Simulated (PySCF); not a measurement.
Ni(CO)4, optimised at GFN2-xTB:

```xyz
9

Ni     0.1628    -0.0280     0.0684
C      0.2034     0.8300    -1.5312
O      0.2280     1.3650    -2.5289
C      0.4591    -1.8009    -0.1881
O      0.6440    -2.9066    -0.3476
C      1.4522     0.6506     1.1519
O      2.2563     1.0737     1.8276
C     -1.4633     0.2079     0.8410
O     -2.4769     0.3561     1.3234
```

Computed with PySCF (xtb for GFN2) and rigid-rotor harmonic-oscillator thermochemistry at 1 bar. 6-31G* has spherical d functions here. All species are closed-shell singlets. B3LYP is the form with VWN-RPA correlation.

### Question
List the harmonic frequencies (cm⁻¹, unscaled) at this level and at the other levels, each on its own geometry.

### Answer
- GFN2-xTB: 42, 42, 65, 65, 65, 205, 205, 205, 366, 416, 416, 416, 441, 441, 441, 460, 461, 2105, 2105, 2105, 2156
- B3LYP/6-31G*: 63, 63, 76, 76, 76, 256, 256, 256, 414, 450, 450, 450, 464, 464, 465, 465, 465, 2128, 2128, 2128, 2204
- HF/6-31G*: 53, 53, 76, 77, 77, 234, 234, 234, 326, 326, 326, 365, 434, 434, 434, 442, 442, 2358, 2358, 2358, 2443
- PBE/def2-SVP: 65, 65, 79, 79, 79, 285, 285, 285, 410, 470, 470, 470, 478, 478, 478, 488, 488, 2071, 2071, 2071, 2142
- PBE0/def2-TZVP: 60, 60, 77, 77, 77, 295, 295, 295, 391, 442, 442, 442, 478, 478, 478, 484, 484, 2153, 2153, 2153, 2225
